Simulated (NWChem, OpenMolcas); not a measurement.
The same job for OpenMolcas

NWChem 7.3.0 runs this on C2H4Si (SMILES C#C[SiH3]):

m1.nw:
```
start m1
memory stack 880 mb heap 220 mb global 1100 mb

geometry units angstroms noautosym nocenter noautoz
C       -0.580700      -1.871400       0.172200
C       -0.218500      -0.726500       0.062400
Si       0.329800       1.004300      -0.103800
H       -0.901000      -2.883500       0.269300
H       -0.094500       1.528300      -1.425000
H       -0.281700       1.818100       0.974900
H        1.807900       1.062900       0.004400
end

basis "ao basis" spherical bse
* library 6-311+G**
end

dft
xc pbe0
grid fine
convergence energy 1e-08
maxiter 100
mulliken
noprint "final vectors analysis"
end

task dft gradient
```

```bash
$ nwchem m1.nw > m1.out
```

The shape is that of a PBE0-D4/def2-TZVP optimisation.

It gives a total energy of -367.835499 Eh.

**Question.** Translate the job to OpenMolcas 26.06 as an input file of the program's own.

**Answer.** For example:

coord.xyz:
```
7

C     -0.580700    -1.871400     0.172200
C     -0.218500    -0.726500     0.062400
Si     0.329800     1.004300    -0.103800
H     -0.901000    -2.883500     0.269300
H     -0.094500     1.528300    -1.425000
H     -0.281700     1.818100     0.974900
H      1.807900     1.062900     0.004400
```

calc.input:
```
&GATEWAY
BasLib
$CurrDir
Coord
coord.xyz
Basis
6-311pGss
Group
NoSym
&SEWARD
GridInput
Grid=UltraFine
End of Grid
&SCF
KSDFT
PBE0
Thresholds
1e-10 1e-07 1e-07 1e-05
PrOrbitals
1 2
&ALASKA
```

```bash
$ export MOLCAS_MEM=1860
$ pymolcas calc.input > calc.log
```

(Basis files named in the input come from the Basis Set Exchange and aren't shown.)

Its energy is -367.835499 Eh, 0.000 mEh from the first.
